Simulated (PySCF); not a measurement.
```yaml
atoms:
  - { symbol: H, position_ang: [0.0000, 0.0000, 1.4858] }
  - { symbol: Cl, position_ang: [0.0000, 0.0000, 0.0000] }
  - { symbol: H, position_ang: [0.0000, 0.0000, -1.4858] }
```

Basis set: cc-pVTZ on H; cc-pV(T+d)Z on Cl (spherical functions). Correlated methods keep 5 orbitals frozen. Charge 1, multiplicity 1.

Starred EOM-CCSD(T)(a) on the restricted Hartree–Fock determinant with PySCF 2.14.0; the energies are vertical.

Question: The solver was asked for the few lowest roots only. Give the electron affinities of singlet H₂Cl(+) among them whose weight of singles is over 0.7 (positive where the electron binds).

Answer:

| root | energy (eV) | weight of singles |
| --- | --- | --- |
| 1 | 9.74 | 0.97 |
| 2 | 4.28 | 0.90 |

Higher main lines weren't sought.
